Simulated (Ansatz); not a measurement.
Input for Ansatz (development build ahead of 0.2.0):

```yaml
crystal:
  periodic: [false, false, false]
  atoms:
    - { symbol: C, position_ang: [-0.00975, 0.02275, -0.75815] }
    - { symbol: C, position_ang: [0.00721, -0.02349, 0.76652] }
    - { symbol: O, position_ang: [0.00376, 1.05732, -1.36344] }
    - { symbol: O, position_ang: [0.0017, -1.06418, 1.36715] }
    - { symbol: H, position_ang: [0.00277, -0.97666, -1.24341] }
    - { symbol: H, position_ang: [-0.00114, 0.98971, 1.24974] }
basis:
  gaussian: { orbitals: STO-3G }
hamiltonian:
  xc: hf
correlation:
  method: mp2
  frozen_orbitals: { C: 1, H: 0, O: 1 }
```

The input is written out in the form of the current development build from the run's settings.

Results

- Converged: yes
- Reference energy: -223.57995 hartree
- Correlation energy: -0.22536 hartree
- Total energy: -223.80531 hartree
- Spin squared of the determinant: 0.000
